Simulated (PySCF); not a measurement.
Gas-phase reaction: P + 3 H = PH₃

Method: PySCF energies plus ideal-gas RRHO corrections (1 bar). 'Table' is the NASA 1993 thermochemical table (part measured, part estimated). † marks an energy on the PBE0/def2-TZVP geometry and frequencies; other levels use their own. MP2 and CCSD(T) freeze the core. 6-31G* has spherical d functions here. Open shells (unrestricted): P (multiplicity 4), H (multiplicity 2); the rest are closed-shell singlets. B3LYP is the form with VWN-RPA correlation. MP2 isn't extrapolated to the basis-set limit; its ΔH°(298 K) is -844.0 kJ in def2-SVP and -901.5 kJ in def2-TZVPP. CCSD(T) isn't extrapolated to the basis-set limit; its ΔH°(298 K) is -880.4 kJ in def2-SVP and -936.6 kJ in def2-TZVPP. The harmonic model lacks anharmonicity and excited electronic states, which grow with temperature; levels with a mode under 35 cm⁻¹ are left out.

```
level                ΔH°(298 K), kJ  minus table  ΔG°(1800 K), kJ
-------------------  --------------  -----------  ---------------
table                        -965.0            -           -374.6
B3LYP/def2-TZVP†             -973.8         -8.8           -382.5
CCSD(T)/def2-SVP†            -880.4         84.6           -289.1
CCSD(T)/def2-TZVPP†          -936.6         28.4           -345.3
HF/6-31G*                    -636.2        328.8            -40.0
HF/def2-TZVP†                -670.1        294.9            -78.9
M06-2X/def2-TZVP†            -963.9          1.1           -372.6
MP2/def2-SVP†                -844.0        121.0           -252.7
PBE0/def2-QZVP†              -945.3         19.7           -354.0
PBE0/def2-SVP†               -932.3         32.7           -341.0
r2SCAN/def2-TZVP†            -954.7         10.3           -363.4
ωB97M-V/def2-TZVP†           -977.4        -12.4           -386.1
```
